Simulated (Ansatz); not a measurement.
# Scan of the H4–C1–O2 angle

CH₄MgO (SMILES C[O][MgH]), singlet, at its PBE0-D4/def2-TZVP minimum:

```
atom    x (Å)    y (Å)    z (Å)
  C1  -0.6350   0.9513  -0.0894
  O2   0.1283  -0.1891   0.0093
 Mg3   1.1073  -1.6498   0.1350
  H4  -0.9133   1.1679  -1.1312
  H5  -0.1016   1.8343   0.2919
  H6  -1.5704   0.8678   0.4832
  H7   2.0461  -3.0504   0.2555
```

The angle H4–C1–O2 (111.8° at the minimum) is set to the values below, H4, with anything bonded beyond it, turning rigidly in the plane of the angle. Each method's energies count from its own value at the PBE0-D4 minimum structure. Computed with Ansatz 0.2.0 (basis: def2-TZVPP); correlated methods freeze the cores. The outer core shell of Li, Na, Mg and K is correlated. The def2 sets are not built for correlating such inner shells, so the correlated values are less sure here.

CCSD(T) energies along the scan:
```json
{"angle (°)": "81.8", "CCSD(T) (eV)": "1.064"}
{"angle (°)": "89.3", "CCSD(T) (eV)": "0.590"}
{"angle (°)": "96.8", "CCSD(T) (eV)": "0.258"}
{"angle (°)": "104.3", "CCSD(T) (eV)": "0.063"}
{"angle (°)": "111.8", "CCSD(T) (eV)": "0.000"}
{"angle (°)": "119.3", "CCSD(T) (eV)": "0.062"}
{"angle (°)": "126.8", "CCSD(T) (eV)": "0.244"}
{"angle (°)": "134.3", "CCSD(T) (eV)": "0.544"}
{"angle (°)": "141.8", "CCSD(T) (eV)": "0.957"}
```
They count from the CCSD(T) energy at the PBE0-D4 minimum.

Largest difference from the CCSD(T) curve over the scan: PBE-D4 0.069; PBE0-D4 0.022; wB97M-V 0.020; MP2 0.008 eV. Each curve counts from its own value at the minimum.

No T1 diagnostic of these runs exceeds 0.012.

For scale, one of the runs: CCSD(T)/def2-TZVPP, 150 basis functions (an equivalent command: `ansatz run in.yaml --threads 2`). The run took 44 s on 2 CPU threads (shared host), with 1.1 GiB of host memory at its peak.
